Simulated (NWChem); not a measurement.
Species: carbon tetrachloride (CCl$_{4}$); SMILES ClC(Cl)(Cl)Cl

```xyz
5

Cl     0.5652    -1.5910    -0.5895
C      0.0000     0.0001     0.0001
Cl     1.0058     0.5136     1.3864
Cl     0.1361     1.2054    -1.3139
Cl    -1.7070    -0.1280     0.5169
```
Atoms are numbered in this order, from 1.

Computed with NWChem. Geometry: optimised at PBE-D3(BJ)/def2-SVP.

Task: Estimate the computed values for PBE/pcseg-1. Quantities: highest occupied level (eV); orbital gap (eV).

Result: 
```yaml
highest occupied level (eV): -7.82
orbital gap (eV): 4.82
```
